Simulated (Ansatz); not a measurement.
# BHNSi: the cost of one run

Program: Ansatz 0.2.0, Gaussian basis. Level of theory: def2-TZVPP, core rule «outside noble gas», up to 7 orbitals frozen. These are calculated values, not measurements.

The runs, in order: UHF; ROHF; CCSD(T) on UHF.

## 1. What is computed

The geometry is a PBE0/def2-TZVP stationary point (not a proven minimum) of the parent state, kept for this charge and spin.

4 atoms, charge 1, spin multiplicity 3.

Atoms are counted from 1 here; the program's logs count them from 0.

Bond lengths: B1–Si2 1.824 Å, Si2–N3 1.538 Å, N3–H4 0.996 Å. Angles: B1–Si2–N3 173.5°, Si2–N3–H4 161.9°.

Coordinates:

```xyz
4
BHNSi
B     0.0000   -0.0626    2.3758
Si    0.0000    0.0137    0.5529
N     0.0000   -0.0960   -0.9810
H     0.0000    0.1449   -1.9477
```

## 2. UHF

Contents of in.yaml:

```yaml
crystal:
  periodic: [false, false, false]
  atoms:
    - {symbol: B, position_ang: [0.000000, -0.062553, 2.375794]}
    - {symbol: Si, position_ang: [0.000010, 0.013734, 0.552939]}
    - {symbol: N, position_ang: [0.000006, -0.096050, -0.981036]}
    - {symbol: H, position_ang: [-0.000016, 0.144869, -1.947698]}
basis:
  gaussian: {orbitals: def2-TZVPP}
total_charge: 1
magnetization: {spin_polarized: true, initial_magnetization: 2}
hamiltonian: {xc: hf}
output: {orbitals: {seedname: orbitals}}
```

Started as:

```sh
ansatz run in.yaml --threads 1 --pin off --events-out ev --progress --plain --max-ram 4096MiB --backend cpu
```

**Question.** How long does this run take on 1 thread of AMD EPYC 7R13, shared host, and how much memory does it need?

About 34 s, with a peak of 0.26 GiB.
